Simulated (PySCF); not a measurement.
C₂HF, optimised at B3LYP/6-31G*:

```xyz
4

C     -0.6290    -0.0701     0.1717
C      0.5227     0.0582    -0.1427
F      1.7561     0.1956    -0.4794
H     -1.6498    -0.1838     0.4504
```

Method: PySCF energies (xtb for GFN2) plus ideal-gas RRHO corrections (1 bar). 6-31G* has spherical d functions here. All species are closed-shell singlets. B3LYP is the form with VWN-RPA correlation.

**Question.** List the harmonic frequencies (cm⁻¹, unscaled) at this level and at the other levels, each on its own geometry.

**Answer.** 
- B3LYP/6-31G*: 393, 393, 604, 604, 1092, 2345, 3521
- GFN2-xTB: 266, 266, 627, 627, 1053, 2376, 3428
- HF/6-31G*: 500, 500, 760, 760, 1166, 2529, 3687
- PBE/def2-SVP: 391, 391, 600, 600, 1078, 2269, 3426
- PBE0/def2-TZVP: 426, 426, 622, 622, 1109, 2345, 3501
